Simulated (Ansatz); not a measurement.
**A relaxation, step by step**

CH7ClSi, closed shell, PBE0-D4/def2-TZVP (Ansatz 0.2.0). Settings:

```yaml
hamiltonian: {xc: pbe0, dispersion: d4}
relax: {f_tol: 0.005, max_steps: 200}
```

Start, a step off a saddle point along its unstable mode:

Si1  (-0.127, -0.613, 0.163)
Cl2  (1.873, -0.591, -1.040)
H3  (-0.327, -2.010, -0.223)
H4  (-0.833, -0.603, 1.537)
C5  (-0.755, 0.914, -0.627)
H6  (1.505, -0.398, 1.011)
H7  (1.220, -0.353, 1.534)
H8  (-0.182, 1.769, -0.259)
H9  (-1.811, 1.073, -0.407)
H10  (-0.562, 0.813, -1.690)
(Å)

| step | energy less the last (meV) | largest force component (eV/Å) |
| --- | --- | --- |
| 1 | 2651.5 | 8.973 |
| 3 | 1232.0 | 1.010 |
| 5 | 394.4 | 0.655 |
| 7 | 76.3 | 0.213 |
| 9 | 15.5 | 0.209 |
| 11 | 6.4 | 0.117 |
| 13 (rejected trial) | 37.2 | 1.270 |
| 15 (rejected trial) | 5.0 | 0.154 |
| 17 | 4.2 | 0.044 |
| 19 | 3.8 | 0.092 |
| 21 | 2.5 | 0.041 |
| 23 | 1.3 | 0.054 |
| 25 | 0.1 | 0.045 |
| 27 | 0.0 | 0.006 |
| 28 | 0.0 | 0.003 |

Step 11, positions (Å) and forces (eV/Å):

| atom | x | y | z | Fx | Fy | Fz |
| --- | --- | --- | --- | --- | --- | --- |
| Si1 | -0.365 | -0.832 | -0.353 | 0.000 | 0.016 | -0.007 |
| Cl2 | 1.585 | -1.123 | -0.965 | 0.000 | 0.001 | 0.012 |
| H3 | -1.193 | -1.852 | -1.043 | 0.005 | 0.017 | 0.000 |
| H4 | -0.410 | -1.068 | 1.109 | 0.006 | -0.003 | 0.012 |
| C5 | -0.904 | 0.891 | -0.788 | 0.009 | 0.027 | 0.016 |
| H6 | 2.293 | 0.004 | 2.003 | 0.036 | -0.042 | -0.117 |
| H7 | 2.058 | 0.234 | 2.669 | -0.036 | 0.043 | 0.110 |
| H8 | -0.275 | 1.643 | -0.306 | 0.029 | -0.046 | 0.025 |
| H9 | -1.934 | 1.052 | -0.461 | -0.030 | -0.010 | -0.013 |
| H10 | -0.854 | 1.049 | -1.866 | -0.019 | -0.004 | -0.038 |

Step 23, positions (Å) and forces (eV/Å):

| atom | x | y | z | Fx | Fy | Fz |
| --- | --- | --- | --- | --- | --- | --- |
| Si1 | -0.413 | -0.939 | -0.375 | -0.054 | 0.052 | -0.016 |
| Cl2 | 1.543 | -1.329 | -0.904 | -0.004 | 0.001 | 0.000 |
| H3 | -1.277 | -1.805 | -1.220 | 0.038 | 0.032 | 0.030 |
| H4 | -0.567 | -1.325 | 1.050 | 0.001 | 0.008 | -0.024 |
| C5 | -0.786 | 0.865 | -0.644 | 0.054 | -0.036 | 0.011 |
| H6 | 2.133 | 0.214 | 1.793 | 0.002 | -0.005 | -0.010 |
| H7 | 1.966 | 0.615 | 2.400 | -0.006 | 0.006 | 0.005 |
| H8 | -0.141 | 1.493 | -0.023 | -0.035 | -0.046 | -0.034 |
| H9 | -1.827 | 1.074 | -0.384 | 0.006 | -0.003 | 0.004 |
| H10 | -0.631 | 1.138 | -1.691 | -0.003 | -0.010 | 0.033 |

Step 27, positions (Å) and forces (eV/Å):

| atom | x | y | z | Fx | Fy | Fz |
| --- | --- | --- | --- | --- | --- | --- |
| Si1 | -0.408 | -0.958 | -0.378 | 0.000 | -0.006 | 0.002 |
| Cl2 | 1.539 | -1.376 | -0.921 | -0.003 | 0.002 | 0.001 |
| H3 | -1.286 | -1.783 | -1.243 | 0.001 | 0.002 | 0.002 |
| H4 | -0.569 | -1.378 | 1.035 | 0.000 | 0.000 | -0.003 |
| C5 | -0.740 | 0.855 | -0.596 | 0.004 | 0.004 | -0.005 |
| H6 | 2.076 | 0.279 | 1.723 | -0.001 | 0.002 | 0.003 |
| H7 | 1.826 | 0.680 | 2.301 | 0.002 | -0.002 | -0.003 |
| H8 | -0.073 | 1.448 | 0.032 | -0.004 | -0.002 | -0.003 |
| H9 | -1.772 | 1.082 | -0.315 | 0.002 | 0.000 | 0.001 |
| H10 | -0.593 | 1.152 | -1.637 | 0.000 | 0.000 | 0.006 |

Last step (28):

Si1  (-0.409, -0.959, -0.379)
Cl2  (1.538, -1.377, -0.920)
H3  (-1.287, -1.783, -1.245)
H4  (-0.571, -1.381, 1.034)
C5  (-0.739, 0.854, -0.596)
H6  (2.076, 0.281, 1.722)
H7  (1.826, 0.683, 2.300)
H8  (-0.071, 1.446, 0.033)
H9  (-1.771, 1.082, -0.315)
H10  (-0.591, 1.153, -1.635)
(Å)

The run took about 39 s on 4 CPU threads of an Arm Neoverse V2 (shared host).
